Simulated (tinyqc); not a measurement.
Worked calculation: RKS/PBE in the sto-3g basis, for H2O, spin multiplicity 1. One step of it, computed by the program tinyqc.

Problem. Iteration 2: building the Kohn-Sham matrix. J_ij = sum D_kl (ij|kl); F = H + J + V_xc; E = tr D H + tr D J / 2 + E_xc + E_nn.

D after iteration 1:
```
            1O 1s      1O 2s    1O 2px     1O 2py     1O 2pz      2H 1s      3H 1s
1O 1s    2.104581  -0.443619  0.000000  -0.001338   0.130996  -0.019795  -0.027037
1O 2s   -0.443619   2.026370  0.000000   0.013867  -0.750197  -0.138041  -0.125266
1O 2px   0.000000   0.000000  2.000000   0.000000   0.000000   0.000000   0.000000
1O 2py  -0.001338   0.013867  0.000000   0.494886  -0.026214   0.506844  -0.505901
1O 2pz   0.130996  -0.750197  0.000000  -0.026214   1.101825   0.557679   0.551201
2H 1s   -0.019795  -0.138041  0.000000   0.506844   0.557679   0.869925  -0.199153
3H 1s   -0.027037  -0.125266  0.000000  -0.505901   0.551201  -0.199153   0.807563
```

core Hamiltonian H = T + V (hartree):
```
             1O 1s      1O 2s     1O 2px     1O 2py     1O 2pz      2H 1s      3H 1s
1O 1s   -32.753774  -7.620582   0.000000   0.001239  -0.016945  -1.779271  -1.959123
1O 2s    -7.620582  -9.364267   0.000000   0.011569  -0.197025  -3.780183  -4.037718
1O 2px    0.000000   0.000000  -7.481649   0.000000   0.000000   0.000000   0.000000
1O 2py    0.001239   0.011569   0.000000  -7.677679   0.005583  -2.219834   2.324988
1O 2pz   -0.016945  -0.197025   0.000000   0.005583  -7.552220  -1.390628  -1.454904
2H 1s    -1.779271  -3.780183   0.000000  -2.219834  -1.390628  -5.085293  -1.488613
3H 1s    -1.959123  -4.037718   0.000000   2.324988  -1.454904  -1.488613  -5.247529
```

Two-electron integrals (ij|kl) in chemists' order, unique and non-zero (hartree):
```
(11|11) 4.785065    (21|11) 0.741380    (21|21) 0.136873    (22|11) 1.118947
(22|21) 0.256633    (22|22) 0.817206    (31|31) 0.024477    (32|31) 0.037809
(32|32) 0.180518    (33|11) 1.115814    (33|21) 0.256684    (33|22) 0.817023
(33|33) 0.880159    (41|41) 0.024477    (42|41) 0.037809    (42|42) 0.180518
(43|43) 0.047444    (44|11) 1.115814    (44|21) 0.256684    (44|22) 0.817023
(44|33) 0.785270    (44|44) 0.880159    (51|51) 0.024477    (52|51) 0.037809
(52|52) 0.180518    (53|53) 0.047444    (54|54) 0.047444    (55|11) 1.115814
(55|21) 0.256684    (55|22) 0.817023    (55|33) 0.785270    (55|44) 0.785270
(55|55) 0.880159    (61|11) 0.174607    (61|21) 0.031947    (61|22) 0.059458
(61|33) 0.059346    (61|41) 0.001259    (61|42) 0.002348    (61|44) 0.059599
(61|51) 0.000755    (61|52) 0.001409    (61|54) 0.000152    (61|55) 0.059437
(61|61) 0.007553    (62|11) 0.408366    (62|21) 0.094761    (62|22) 0.332173
(62|33) 0.326673    (62|41) 0.006071    (62|42) 0.045624    (62|44) 0.338579
(62|51) 0.003643    (62|52) 0.027374    (62|54) 0.007143    (62|55) 0.330959
(62|61) 0.022517    (62|62) 0.164654    (63|31) 0.010112    (63|32) 0.058144
(63|43) 0.009573    (63|53) 0.005744    (63|63) 0.023973    (64|11) 0.246075
(64|21) 0.057862    (64|22) 0.216647    (64|33) 0.206731    (64|41) 0.013376
(64|42) 0.086485    (64|44) 0.233497    (64|51) 0.001959    (64|52) 0.017004
(64|54) 0.010316    (64|55) 0.209474    (64|61) 0.014381    (64|62) 0.130442
(64|64) 0.126169    (65|11) 0.147645    (65|21) 0.034717    (65|22) 0.129988
(65|33) 0.124039    (65|41) 0.001959    (65|42) 0.017004    (65|44) 0.128610
(65|51) 0.011287    (65|52) 0.068347    (65|54) 0.012316    (65|55) 0.137172
(65|61) 0.008629    (65|62) 0.078265    (65|64) 0.061318    (65|65) 0.060764
(66|11) 0.535206    (66|21) 0.126213    (66|22) 0.505713    (66|33) 0.485105
(66|41) 0.010845    (66|42) 0.110861    (66|44) 0.530112    (66|51) 0.006507
(66|52) 0.066517    (66|54) 0.027004    (66|55) 0.501308    (66|61) 0.030288
(66|62) 0.310019    (66|64) 0.280614    (66|65) 0.168368    (66|66) 0.774606
(71|11) 0.192524    (71|21) 0.035211    (71|22) 0.065487    (71|33) 0.065365
(71|41) -0.001377   (71|42) -0.002566   (71|44) 0.065639    (71|51) 0.000826
(71|52) 0.001539    (71|54) -0.000164   (71|55) 0.065464    (71|61) 0.008175
(71|62) 0.023900    (71|64) 0.013919    (71|65) 0.009161    (71|66) 0.031691
(71|71) 0.009174    (72|11) 0.437748    (72|21) 0.101522    (72|22) 0.354367
(72|33) 0.348621    (72|41) -0.006471   (72|42) -0.048053   (72|44) 0.361057
(72|51) 0.003882    (72|52) 0.028832    (72|54) -0.007462   (72|55) 0.353098
(72|61) 0.023249    (72|62) 0.139941    (72|64) 0.076779    (72|65) 0.064346
(72|66) 0.214109    (72|71) 0.026558    (72|72) 0.185390    (73|31) 0.010988
(73|32) 0.062617    (73|43) -0.010151   (73|53) 0.006091    (73|63) 0.019784
(73|73) 0.027415    (74|11) -0.258819   (74|21) -0.060843   (74|22) -0.226898
(74|33) -0.216451   (74|41) 0.014419    (74|42) 0.092066    (74|44) -0.244689
(74|51) -0.002059   (74|52) -0.017669   (74|54) 0.010852    (74|55) -0.219308
(74|61) -0.013262   (74|62) -0.074730   (74|64) -0.021716   (74|65) -0.033593
(74|66) -0.100872   (74|71) -0.016667   (74|72) -0.144200   (74|74) 0.138399
(75|11) 0.155291    (75|21) 0.036506    (75|22) 0.136139    (75|33) 0.129871
(75|41) -0.002059   (75|42) -0.017669   (75|44) 0.134632    (75|51) 0.012223
(75|52) 0.073219    (75|54) -0.013008   (75|55) 0.143766    (75|61) 0.008762
(75|62) 0.063533    (75|64) 0.034023    (75|65) 0.048543    (75|66) 0.106416
(75|71) 0.010000    (75|72) 0.086520    (75|74) -0.066590   (75|75) 0.067369
(76|11) 0.150533    (76|21) 0.035162    (76|22) 0.131292    (76|33) 0.128735
(76|41) 0.000037    (76|42) 0.000404    (76|44) 0.131818    (76|51) 0.002216
(76|52) 0.018937    (76|54) 0.000095    (76|55) 0.133188    (76|61) 0.008239
(76|62) 0.062320    (76|64) 0.042867    (76|65) 0.033249    (76|66) 0.116763
(76|71) 0.009068    (76|72) 0.065656    (76|74) -0.043873   (76|75) 0.034517
(76|76) 0.027819    (77|11) 0.555315    (77|21) 0.130872    (77|22) 0.520673
(77|33) 0.499447    (77|41) -0.011463   (77|42) -0.114561   (77|44) 0.545817
(77|51) 0.006878    (77|52) 0.068737    (77|54) -0.027822   (77|55) 0.516140
(77|61) 0.029827    (77|62) 0.206328    (77|64) 0.099993    (77|65) 0.103906
(77|66) 0.326988    (77|71) 0.034597    (77|72) 0.332712    (77|74) -0.295904
(77|75) 0.177543    (77|76) 0.116763    (77|77) 0.774606
```

nuclear repulsion = 9.43989311 hartree

V_xc (hartree):
```
            1O 1s      1O 2s     1O 2px     1O 2py     1O 2pz      2H 1s      3H 1s
1O 1s   -3.091643  -0.415491   0.000000   0.000026   0.004645  -0.098523  -0.108661
1O 2s   -0.415491  -0.788854   0.000000   0.000642   0.010199  -0.314716  -0.335883
1O 2px   0.000000   0.000000  -0.801398   0.000000   0.000000   0.000000   0.000000
1O 2py   0.000026   0.000642   0.000000  -0.766425   0.001998  -0.207527   0.217266
1O 2pz   0.004645   0.010199   0.000000   0.001998  -0.777990  -0.125375  -0.131514
2H 1s   -0.098523  -0.314716   0.000000  -0.207527  -0.125375  -0.511941  -0.119209
3H 1s   -0.108661  -0.335883   0.000000   0.217266  -0.131514  -0.119209  -0.516702
```

E_xc = sum of w rho eps_xc = -9.28371031 hartree

Give: Coulomb J; Kohn-Sham matrix F; total energy of this density.

Solution.

Coulomb J (hartree):
```
          1O 1s   1O 2s  1O 2px   1O 2py   1O 2pz   2H 1s    3H 1s
1O 1s   17.1550  3.2280  0.0000   0.0000  -0.0119  0.7531   0.8299
1O 2s    3.2280  8.0878  0.0000   0.0022   0.0220  3.2888   3.5033
1O 2px   0.0000  0.0000  8.0911   0.0000   0.0000  0.0000   0.0000
1O 2py   0.0000  0.0022  0.0000   8.0832  -0.0027  2.1492  -2.2422
1O 2pz  -0.0119  0.0220  0.0000  -0.0027   8.0650  1.3024   1.3610
2H 1s    0.7531  3.2888  0.0000   2.1492   1.3024  5.1685   1.3066
3H 1s    0.8299  3.5033  0.0000  -2.2422   1.3610  1.3066   5.2748
```

Kohn-Sham matrix F (hartree):
```
           1O 1s    1O 2s   1O 2px   1O 2py   1O 2pz    2H 1s    3H 1s
1O 1s   -18.6904  -4.8081   0.0000   0.0013  -0.0242  -1.1247  -1.2379
1O 2s    -4.8081  -2.0654   0.0000   0.0144  -0.1648  -0.8061  -0.8703
1O 2px    0.0000   0.0000  -0.1920   0.0000   0.0000   0.0000   0.0000
1O 2py    0.0013   0.0144   0.0000  -0.3609   0.0049  -0.2782   0.3001
1O 2pz   -0.0242  -0.1648   0.0000   0.0049  -0.2652  -0.2136  -0.2254
2H 1s    -1.1247  -0.8061   0.0000  -0.2782  -0.2136  -0.4287  -0.3012
3H 1s    -1.2379  -0.8703   0.0000   0.3001  -0.2254  -0.3012  -0.4894
```

total energy of this density = -75.159995 hartree
